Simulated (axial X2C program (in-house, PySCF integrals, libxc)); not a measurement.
## Low determinants of MgCl⁻ at the PBE0 level, with spin–orbit coupling

Calculated with an in-house all-electron X2C program for linear molecules (integrals from PySCF). Two-component (2c) means X2C with spin–orbit coupling and atomic mean-field two-electron Coulomb and Gaunt terms. Basis: Cl dyall-av3z [9s8p3d2f], Mg dyall-av3z [10s9p6d4f] (cores contracted in-house); Gaussian nuclei, density fitting, unrestricted open shells. Masses: Cl 34.969 u, Mg 23.985 u.

Search at 2.380 Å (vertical energies from the lowest determinant):

| ΔE (eV) | state | electrons beyond evenly filled partner blocks | electrons in ±ω = 1/2, 3/2, 5/2, 7/2 |
| --- | --- | --- | --- |
| 0.00 | Ω = 0 | none | 24 6 0 0 |
| 1.47 | Ω = 2 | ω = 1/2, ω = 3/2 | 23 7 0 0 |
| 1.76 | Ω = 1 | 2 × ω = 1/2 | 24 6 0 0 |
| 1.76 | Ω = 1 | ω = -1/2, ω = 3/2 | 23 7 0 0 |
| 5.08 | Ω = 3 | ω = 1/2, ω = 5/2 | 23 6 1 0 |
| 5.92 | Ω = 1 | ω = -1/2, ω = 3/2 | 25 5 0 0 |
| 5.92 | Ω = 3 | 2 × ω = 3/2 | 24 6 0 0 |

Lowest determinant, Ω = 0 (closed shell): Re = 2.378 Å, ωe = 300.5 cm⁻¹.

The determinant in row 2 of the search, Ω = 2 (⟨Sz⟩ = 1.00, ⟨Lz⟩ = 1.00 at PBE0), was followed along the bond at PBE0; measured from the minimum of the lowest determinant it gives:

Te = 1.421 eV (11461 cm⁻¹), Re = 2.263 Å, ωe = 391.3 cm⁻¹.

(1) Compare the bond of the determinant in row 2 with that of the lowest one.

The search compares states at one distance, so a state with another bond length can lie lower; it is not exhaustive and yields mostly the lowest determinant of each block pattern, so other components and higher states of one pattern are missing. A followed state lies above the atoms to which the lowest one dissociates. These are energies of single determinants, not of spin-adapted states; PBE0 term energies can be off by some tenths of an eV, and the functional has no current term. Open-shell Ω = 0 determinants with evenly filled partner blocks cannot be reached by this program, so the Ω shown need not be the lowest component. For an anion, determinants above electron detachment are held by the basis set. The highest occupied level of some functionals is positive through self-interaction error; at Hartree–Fock it is bound. Row 2 has a positive highest level at its minimum.

## Answers

(1) At PBE0 its Re is 0.115 Å shorter and its force constant, which goes as ωe², is 1.70 times that of the lowest determinant. T0 ≈ Te + Δωe/2 = 11461 + (45) = 11506 cm⁻¹.
